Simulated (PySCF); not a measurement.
Constitutional and geometric isomers with formula C2H3N. All species are isolated molecules in the gas phase. Strings in code marks are SMILES.

All values below come from PBE-D3(BJ)/def2-TZVP // r2SCAN-D4/def2-TZVP (PySCF). Delta-SCF ions had no search for a lower state. 

```csv
species,HOMO (eV),dipole moment (D),vertical ionisation energy (Delta-SCF) (eV)
`C#CN`,-5.28,1.93,8.94
`C=C=N`,-5.73,1.42,9.34
`CC#N`,-8.08,3.94,12.11
```
